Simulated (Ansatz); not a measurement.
A nudged elastic band was laid between two geometries of CH6Si + H3N (12 atoms, charge 0, multiplicity 1).

Theory: RHF/def2-SVP in Ansatz.

| Item | Value |
| --- | --- |
| movable images | 9 |
| climbing image | yes |
| spring | 5.0 eV/Å² |
| optimiser | quadratic models (default) |
| start path | through a guess of the saddle point |
| force threshold | 0.05 eV/Å |
| iteration limit | 60 |
| end points | relaxed |

Image 0:

```xyz
12
Properties=species:S:1:pos:R:3
Si -0.185 0.378 -0.069
H -0.423 0.308 1.395
H 1.278 0.483 -0.299
C -1.082 1.859 -0.813
H -2.160 1.782 -0.652
H -0.739 2.791 -0.357
H -0.905 1.924 -1.888
H -0.665 -0.886 -0.681
N 1.614 -2.597 1.476
H 1.046 -2.882 0.698
H 2.270 -1.915 1.136
H 1.013 -2.135 2.135
```

Image 10:

```xyz
12
Properties=species:S:1:pos:R:3
Si 0.520 -0.114 -0.879
H 0.726 -0.206 3.824
H 1.823 0.589 -0.772
C -0.922 1.062 -0.616
H -1.877 0.533 -0.689
H -0.869 1.531 0.369
H -0.924 1.850 -1.374
H 0.434 -0.650 -2.268
N 0.499 -1.335 0.350
H -0.335 -1.863 0.526
H 1.310 -1.902 0.509
H 0.677 -0.386 3.099
```

**Question.** Which bonds break or form, and what moves?

**Answer.** Bonds broken: Si1–H2, N9–H12. Bonds formed: Si1–N9, H2–H12. CH6Si + H3N becomes CH7NSi + H2.

**Question.** Give the energies along the band, and the barrier.

**Answer.** It converged. The highest image is number 4 of 0 to 10, 59.9 kcal/mol above the first end and 60.9 kcal/mol above the last; the last end lies 1.0 kcal/mol below the first. The profile has 2 maxima (images 4, 8) with wells between them (image 6): this band takes more than one step, which may be the mechanism or a detour left from its start path. Neighbouring images differ by up to 2.5 eV, so the band resolves the path poorly. A vibrational analysis at the climbing image gives one clearly imaginary mode, 1289i cm⁻¹: a first-order saddle point. The orbitals stay closed-shell, which can raise the energy where a bond breaks towards radicals; this wasn't checked here.

```
image  path coordinate (Å)  energy (kcal/mol)  Si1–H2 (Å)  N9–H12 (Å)  Si1–N9 (Å)
    0                 0.00                0.0        1.48        1.01        3.80
    1                 2.09                0.6        1.48        1.01        4.28
    2                 4.18                0.6        1.48        1.01        4.39
    3                 6.27                4.5        1.49        1.00        2.84
    4                 8.35               59.9        2.18        1.14        1.88
    5                 9.83                2.1        3.31        2.36        1.73
    6                11.31               -1.0        4.44        2.89        1.73
    7                12.78               -0.9        4.75        2.95        1.73
    8                14.26               -0.4        4.77        3.07        1.73
    9                15.74               -0.9        4.78        2.95        1.73
   10                17.21               -1.0        4.71        2.91        1.73
```

**Question.** What is the geometry of the highest image?

**Answer.** 
```xyz
12
Properties=species:S:1:pos:R:3:forces:R:3
Si 0.012 -0.406 -0.453 -0.01 0.01 -0.04
H -1.180 -0.716 1.341 0.01 0.00 0.01
H 1.134 -0.399 -1.457 0.00 0.00 0.00
C -0.471 1.400 -0.295 0.00 0.00 0.01
H -1.507 1.507 0.020 0.00 0.00 0.00
H 0.154 1.890 0.457 0.00 0.00 0.00
H -0.312 1.916 -1.245 0.00 0.00 0.00
H -0.914 -1.413 -0.988 0.00 0.00 0.00
N 1.010 -1.098 0.978 0.01 -0.01 0.04
H 1.394 -2.020 0.838 0.00 0.00 0.00
H 1.721 -0.490 1.354 0.00 0.00 0.00
H 0.017 -1.061 1.530 -0.01 0.01 -0.01
```

The run took 7.2 min on 1 thread of Arm Neoverse V1, on a shared host, peak memory 0.17 GiB.
